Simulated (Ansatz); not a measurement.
# Two structures, one formula

The two ends of one reaction step of CH8OSi, singlet (PBE0-D4/def2-TZVP).

A:

```json
{"atom": "Si1", "x (Å)": "-1.1137", "y (Å)": "-0.1902", "z (Å)": "0.1051"}
{"atom": "H2", "x (Å)": "-0.7977", "y (Å)": "-1.3680", "z (Å)": "-0.7522"}
{"atom": "H3", "x (Å)": "-2.4628", "y (Å)": "-0.4164", "z (Å)": "0.6932"}
{"atom": "H4", "x (Å)": "-1.2085", "y (Å)": "1.0031", "z (Å)": "-0.7829"}
{"atom": "C5", "x (Å)": "0.1749", "y (Å)": "0.0501", "z (Å)": "1.4319"}
{"atom": "H6", "x (Å)": "1.3257", "y (Å)": "-0.5710", "z (Å)": "-2.0269"}
{"atom": "O7", "x (Å)": "1.6845", "y (Å)": "0.2645", "z (Å)": "-1.7176"}
{"atom": "H8", "x (Å)": "-0.0662", "y (Å)": "0.9139", "z (Å)": "2.0555"}
{"atom": "H9", "x (Å)": "0.2351", "y (Å)": "-0.8284", "z (Å)": "2.0782"}
{"atom": "H10", "x (Å)": "1.1500", "y (Å)": "0.2126", "z (Å)": "0.9690"}
{"atom": "H11", "x (Å)": "1.0787", "y (Å)": "0.9299", "z (Å)": "-2.0534"}
```

B:

Si1  (-0.617, 0.972, -0.183)
H2  (1.596, -2.728, -0.847)
H3  (-2.107, 1.030, -0.206)
H4  (-0.117, 2.377, -0.243)
C5  (-0.009, 0.117, 1.346)
H6  (1.236, -2.102, -1.041)
O7  (-0.052, 0.103, -1.471)
H8  (-0.350, 0.646, 2.240)
H9  (-0.384, -0.908, 1.392)
H10  (1.082, 0.083, 1.363)
H11  (-0.278, 0.410, -2.350)
(Å)

Ansatz 0.2.0; basis: def2-TZVPP; cores frozen in the correlated methods. B3LYP uses VWN-RPA correlation.

**Question.** Which structure is lower at CCSD(T), and by how much? (Judge from chemistry; the value comes from the calculation.)

**Answer.** By the calculation: B, by 0.653 eV (electronic energy, against the other). By their contacts, A is a complex of CH₆Si ([CH3][SiH3]) + H₂O and B is a complex of CH₆OSi ([CH3][SiH2][OH]) + H₂.

All methods give the same order:

```json
{"method": "SPW92", "E(B) − E(A) (eV)": "-0.577"}
{"method": "PBE-D4", "E(B) − E(A) (eV)": "-0.593"}
{"method": "BLYP-D4", "E(B) − E(A) (eV)": "-0.682"}
{"method": "r2SCAN-D4", "E(B) − E(A) (eV)": "-0.693"}
{"method": "B97M-V", "E(B) − E(A) (eV)": "-0.659"}
{"method": "PBE0-D4", "E(B) − E(A) (eV)": "-0.600"}
{"method": "B3LYP-D4", "E(B) − E(A) (eV)": "-0.678"}
{"method": "r2SCAN0-D4", "E(B) − E(A) (eV)": "-0.677"}
{"method": "BHLYP-D4", "E(B) − E(A) (eV)": "-0.691"}
{"method": "CAM-B3LYP-D4", "E(B) − E(A) (eV)": "-0.687"}
{"method": "wB97X-V", "E(B) − E(A) (eV)": "-0.656"}
{"method": "wB97M-V", "E(B) − E(A) (eV)": "-0.665"}
{"method": "B2PLYP", "E(B) − E(A) (eV)": "-0.693"}
{"method": "PBE-QIDH", "E(B) − E(A) (eV)": "-0.654"}
{"method": "RPA on PBE", "E(B) − E(A) (eV)": "-0.641"}
{"method": "HF", "E(B) − E(A) (eV)": "-0.685"}
{"method": "MP2", "E(B) − E(A) (eV)": "-0.722"}
{"method": "CCSD", "E(B) − E(A) (eV)": "-0.645"}
{"method": "CCSD(T)", "E(B) − E(A) (eV)": "-0.653"}
```

The T1 diagnostic stays at or below 0.010.

Labels in which every atom is bracketed show which atoms are joined, not bond orders.

For scale, one of the runs: CCSD(T)/def2-TZVPP, 216 basis functions, launched by `ansatz run in.yaml --threads 4 --pin off --events-out ev --progress --plain --max-ram 9574MiB`. Time: 14 s of wall clock on 4 CPU threads of an AMD EPYC 9R45; the host was shared. Peak host memory: 3.2 GiB.
